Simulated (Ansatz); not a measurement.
A made-up structure of AlBH$_{2}$Cl, doublet:

```
atom    x (Å)    y (Å)    z (Å)
  B1  -1.2697  -0.8162   0.0136
 Al2   0.7231   0.2820   0.1337
 Cl3   0.9048   2.1827  -1.2507
  H4  -2.4334  -1.4529  -0.0596
  H5   2.0752  -0.1957   1.1630
```

It is relaxed with PBE-D4/def2-SVP and then PBE0-D4/def2-TZVP (Ansatz 0.2.0). Atoms count as bonded within 1.22 times the sum of their covalent radii (H–H: 0.88 Å). The end point is not checked to be a true minimum.

(1) Does its bonding change? (A judgement: the text doesn't fix the answer.)

## Answers

(1) The calculation gives: No: no bond forms or breaks.

Where it ends: The first stage lowers the energy by 0.88 eV in 4 steps. It ends as AlBH₂Cl ([BH][AlH][Cl]):
B1  (-1.134, -0.729, 0.012)
Al2  (0.645, 0.252, 0.119)
Cl3  (0.808, 1.949, -1.117)
H4  (-2.172, -1.297, -0.053)
H5  (1.852, -0.175, 1.038)
(Å)

Labels in which every atom is bracketed show which atoms are joined, not bond orders.

For scale, one of the runs: PBE0-D4/def2-TZVP relaxation, 117 basis functions, launched by `ansatz run in.yaml --threads 2 --pin off --events-out ev --progress --plain --max-ram 4352MiB`. Hardware: 2 CPU threads of an Arm Neoverse V1, shared host. Wall time about 15 s.
